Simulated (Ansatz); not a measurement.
CH2NaO, doublet: a trajectory.

in.yaml

```yaml
crystal:
  periodic: [false, false, false]
  atoms:
    - {symbol: O, position_ang: [0.014480, -0.303930, 0.781720]}
    - {symbol: C, position_ang: [0.354360, 0.201530, -0.476120]}
    - {symbol: Na, position_ang: [-0.975450, 2.024290, 0.043060]}
    - {symbol: H, position_ang: [0.085250, -1.267160, 0.815480]}
    - {symbol: H, position_ang: [0.521360, -0.654730, -1.164140]}
basis:
  gaussian: {orbitals: def2-SVP}
magnetization: {spin_polarized: true, initial_magnetization: 1}
hamiltonian: {xc: pbe0, dispersion: d4}
md: {n_steps: 30, timestep: 0.25, temperature: 700, ensemble: nve, seed: 495, steps: 10, initial_velocities: maxwell_boltzmann}
```

Command:

```bash
ansatz run in.yaml --threads 2 --pin off --events-out ev --progress --plain --max-ram 3481MiB
```

Output of Ansatz 0.2.0:

```
Error: YAML parse error: error: line 13 column 79: unknown field `steps`, expected one of timestep, n_steps, ensemble, temperature, temperature_schedule, friction, pressure, stress_2d, fix_cell, beads, quantum_up_to, nose_hoover, initial_velocities, initial_site_velocities, seed, constraints, density_extrapolation, masses
  --> <input>:13:66
   |
11 | … {spin_polarized: true, initial_magnetization: 1}
12 | …xc: pbe0, dispersion: d4}
13 | …30, timestep: 0.25, temperature: 700, ensemble: nve, seed: 495, steps: 10, initial_velocities: maxwell_boltzmann}
   |                                                                  ^ unknown field `steps`, expected one of timestep, n_steps, ensemble, temperature, temperature_schedule, friction, pressure, stress_2d, fix_cell, beads, quantum_up_to, nose_hoover, initial_velocities, initial_site_velocities, seed, constraints, density_extrapolation, masses
```

The run took about 0.05 s on 2 CPU threads of an Arm Neoverse V2 (shared host).


The program refused the input. The block holds a key that the program does not know.